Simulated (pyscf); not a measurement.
Elementary routes open to B–F [singlet] + NH₃ in the gas phase (singlet surface):
A. HN=B–F + H₂ (H–N, H–N broken; B–N, H–H formed)
B. H₂N–BH–F (H–N broken; B–N, B–H formed)

Optimised with ωB97X-D3(BJ)/def2-SVP in PySCF.

Question: Rank the routes by free-energy barrier at 1200 K, lowest first, for ωB97M-D3(BJ)/def2-TZVP energies (ideal gas, 1 atm, RRHO with modes under 100 cm⁻¹ raised to 100, one conformer, R ln 2 for chiral ones without a mode under 150 cm⁻¹).

Answer: B (58.8 kcal/mol), A (89.7 kcal/mol)

Route B is the fastest of these, ahead of the next by 30.9 kcal/mol. The most stable products are those of B (ΔG = -41.1 kcal/mol), so kinetics and thermodynamics agree. At 298 K B is still the fastest. Only these routes are compared; each barrier is that of the saddle found, and lower ones may exist. One closed-shell reference is unstable to symmetry breaking; treat the single-reference values with care.
